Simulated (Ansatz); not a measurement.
Relaxation of Al(NH3)2H3 (AlN2H9) with RKS PBE-D4/def2-SVP.

```sh
$ ansatz run in.yaml --threads 4 --pin off --events-out ev --progress --plain --max-ram 3916MiB
```

```yaml
crystal:
  periodic: [false, false, false]
  atoms:
    - {symbol: Al, position_ang: [-0.000250, 0.004340, 0.000790]}
    - {symbol: N, position_ang: [-0.002360, -0.014980, 2.075130]}
    - {symbol: H, position_ang: [-0.956060, 0.013600, 2.420060]}
    - {symbol: H, position_ang: [0.503710, 0.787050, 2.436740]}
    - {symbol: H, position_ang: [0.442940, -0.863210, 2.410050]}
    - {symbol: N, position_ang: [0.002540, 0.015790, -2.075180]}
    - {symbol: H, position_ang: [-0.950070, 0.020030, -2.424560]}
    - {symbol: H, position_ang: [0.476000, -0.812490, -2.420640]}
    - {symbol: H, position_ang: [0.484160, 0.838870, -2.422120]}
    - {symbol: H, position_ang: [1.600860, -0.017400, 0.001330]}
    - {symbol: H, position_ang: [-0.782720, 1.400190, 0.009390]}
    - {symbol: H, position_ang: [-0.818760, -1.371790, -0.010990]}
basis:
  gaussian: {orbitals: def2-SVP}
hamiltonian: {xc: pbe, dispersion: d4}
scf: {omitted_lower_state_checks: [starts]}
output: {orbitals: {seedname: orbitals}}
relax: {f_tol: 0.02, max_steps: 100}
```

Hardware: 4 threads of Arm Neoverse V2 on a shared host. Wall time 3.1 s.

Positions (Å) and forces (eV/Å) at steps 1, 2, 4 of 4:

```xyz
12
step=1 energy=-9712.0720 eV
Al    0.000    0.004    0.001    0.008    0.008   -0.012
N    -0.002   -0.015    2.075    0.015   -0.002   -0.147
H    -0.956    0.014    2.420   -0.523    0.016    0.299
H     0.504    0.787    2.437    0.265    0.428    0.293
H     0.443   -0.863    2.410    0.240   -0.454    0.289
N     0.003    0.016   -2.075    0.002    0.001    0.157
H    -0.950    0.020   -2.425   -0.518    0.003   -0.296
H     0.476   -0.812   -2.421    0.256   -0.449   -0.300
H     0.484    0.839   -2.422    0.261    0.444   -0.288
H     1.601   -0.017    0.001    0.528   -0.009    0.001
H    -0.783    1.400    0.009   -0.262    0.470    0.005
H    -0.819   -1.372   -0.011   -0.271   -0.456   -0.002
12
step=2 energy=-9712.1809 eV
Al    0.000    0.004    0.000    0.002   -0.004   -0.005
N    -0.003   -0.016    2.122    0.005   -0.003    0.001
H    -0.963    0.005    2.480   -0.126    0.003    0.121
H     0.499    0.797    2.494    0.062    0.106    0.121
H     0.454   -0.864    2.472    0.059   -0.108    0.118
N     0.003    0.016   -2.122    0.000    0.000    0.008
H    -0.956    0.028   -2.484   -0.126    0.002   -0.121
H     0.473   -0.820   -2.483    0.061   -0.108   -0.121
H     0.493    0.841   -2.480    0.065    0.109   -0.119
H     1.637   -0.020    0.002    0.057    0.000    0.000
H    -0.799    1.432    0.010   -0.028    0.053   -0.001
H    -0.838   -1.402   -0.010   -0.031   -0.050   -0.002
12
step=4 energy=-9712.2102 eV
Al    0.000    0.001    0.000    0.000    0.000    0.000
N    -0.003   -0.017    2.191    0.000    0.002    0.000
H    -0.961   -0.009    2.568    0.001    0.000    0.001
H     0.485    0.804    2.576    0.000   -0.001    0.002
H     0.465   -0.854    2.562    0.000   -0.001    0.002
N     0.003    0.016   -2.191   -0.002    0.001    0.000
H    -0.953    0.040   -2.570    0.000    0.000   -0.002
H     0.463   -0.821   -2.574    0.001    0.000   -0.002
H     0.501    0.837   -2.563    0.000    0.000   -0.001
H     1.636   -0.025    0.002    0.000    0.000    0.001
H    -0.796    1.430    0.010    0.000    0.000    0.000
H    -0.840   -1.403   -0.012    0.000   -0.001    0.000
```
